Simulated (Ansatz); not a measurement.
**How far each method lies from UCCSDT(Q) for Ge–NH$_{2}$, quartet**

Geometry: a PBE0/def2-TZVP stationary point for this spin, not checked as a minimum.

```yaml
atoms:
  - { symbol: Ge, position_ang: [0.0000, 0.0000, 0.4319] }
  - { symbol: N, position_ang: [0.0000, 0.0000, -1.8834] }
  - { symbol: H, position_ang: [0.0000, 0.8309, -2.4773] }
  - { symbol: H, position_ang: [0.0000, -0.8309, -2.4773] }
```

Basis cc-pVDZ; Ansatz 0.2.0. Only valence electrons are correlated (noble-gas cores and the filled d shells of p-block atoms frozen), which leaves 11 electrons in 36 orbitals. R marks a restricted (for open shells ROHF) determinant, U an unrestricted one. Active spaces: valence = (11e, 10o) chosen from the atoms' valence shells; pair = (5e, 5o) about the gap. No spin–orbit coupling is included, and no scalar relativity.

Full CI isn't at hand for all of this; UCCSDT(Q) serves as the reference, and is uncertain by about the last step of the cluster series. The frozen core follows each run's orbitals, which can shift R against U totals by a few meV for light atoms and by up to 0.1 eV past Ca.

* UHF ⟨S²⟩: 3.788
* T1 diagnostic (RCCSD): 0.0178
* largest doubles amplitude (RCCSD): 0.051
* T1 diagnostic (UCCSD): 0.0147

```tsv
level	E − E(RHF) (eV)
UHF	-0.2375
UMP2	-5.3828
UCCSD	-6.2879
UCCSD(T)	-6.4107
```

Task: Estimate how far UCCSDT(Q) in cc-pVDZ lies from UCCSD(T). The table doesn't fix it; the size of (T) and the diagnostics are the guide.

Result: UCCSDT(Q) in cc-pVDZ lies 1.13 mEh below UCCSD(T), which is 25 % of the (T) step (-4.51 mEh). The diagnostics are small and one determinant leads, so the series closes fast and only a small part of (T) is left.

The other levels:

```tsv
level	E − E(UCCSDT(Q)) (mEh)	share of correlation (%)	wall time
UCCSDT	0.33	99.86	–
```

The correlation energy at UCCSDT(Q), counted from RHF, is -6.441 eV. That run took 18 s on 1 thread of Arm Neoverse V1, shared host.

Run but not shown, since their state or frozen core can't be matched to the reference's or they repeat it: RHF, RMP2, CISD, RCCSD, RCCSD(T), BCCD(T), RCCSDT, RCCSDT(Q), CASSCF (pair space), MRCISD (pair space), MRCISD+Q (pair space), CASSCF (valence space), NEVPT2 (valence space), MRCISD (valence space), MRCISD+Q (valence space).

Times hold each run's SCF and search for its determinant on a shared host, so for small cases they say little of a method's own cost; they ran on 1 thread of Arm Neoverse V1.

Natural occupations of CASSCF (valence space) about the gap: 1.984 1.975 1.974 1.001 1.000 0.999 0.025 0.024 0.019; effectively unpaired electrons, Σ n²(2−n)², 3.01.
